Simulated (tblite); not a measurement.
Species: C4H9OP.
SMILES with atom numbers: `[CH3:1][CH2:2][PH:3][C:4]([CH3:5])=[O:6]` (hydrogens: H7, H8, H9 on C1; H10, H11 on C2; H12 on P3; H13, H14, H15 on C5)

Cartesian coordinates in Å at the GFN2-xTB level; atoms count from 1:
```
atom  x, y, z in Å
C1     2.4306   -0.5158    0.0270
C2     1.3813    0.1373   -0.8633
P3    -0.2368   -0.7777   -0.8285
C4    -1.3750    0.6429   -0.4430
C5    -2.7368    0.2275    0.0347
O6    -1.0466    1.7843   -0.6390
H7     3.3791    0.0097   -0.0658
H8     2.5851   -1.5563   -0.2550
H9     2.1228   -0.4859    1.0711
H10    1.1920    1.1722   -0.5632
H11    1.7268    0.1487   -1.9011
H12   -0.1955   -1.1520    0.5186
H13   -2.6827   -0.6857    0.6230
H14   -3.3461    0.0302   -0.8474
H15   -3.2025    1.0285    0.6042
```

Method: GFN2-xTB as coded in tblite; computed harmonic values from a numerical Hessian at the method's own geometry, unscaled. This tight-binding method is rough: wavenumbers can miss measured ones by several per cent, in bad cases by 10 to 20. Modes of hydrogen on phosphorus can be 10 to 20 % off. One conformer, not necessarily the lowest. The optimisation stopped once no atom felt more than 0.01 eV/Å.

Lowest wavenumbers of the output (negative numbers stand for imaginary wavenumbers):
```
mode    cm-1
  1     -36.2
  2      54.3
  3      69.7
  4     162.3
  5     231.1
  6     285.5
  7     321.2
  8     409.2
```

Q: Is this structure a minimum?

A: Not by this Hessian. 1 mode is imaginary beyond 20i (36i cm⁻¹), so at this level the point lies at or near a first-order saddle. The curvature is small, so loose convergence or finite differences may be the whole cause.

Q: Which atoms move in the imaginary mode?

A: 36i: C1 (methyl carbon) 28 %, P3 (phosphine phosphorus) 15 %, C2 (sp3 carbon bound to phosphorus) 11 %. These are shares of the mass-weighted motion.

Q: What is the remedy?

A: Step along that mode in both directions, optimise again with tighter thresholds and repeat the frequencies. The zero-point energy of this point (75.0 kcal/mol) counts the 38 real modes alone, and thermal corrections from it aren't those of a minimum.
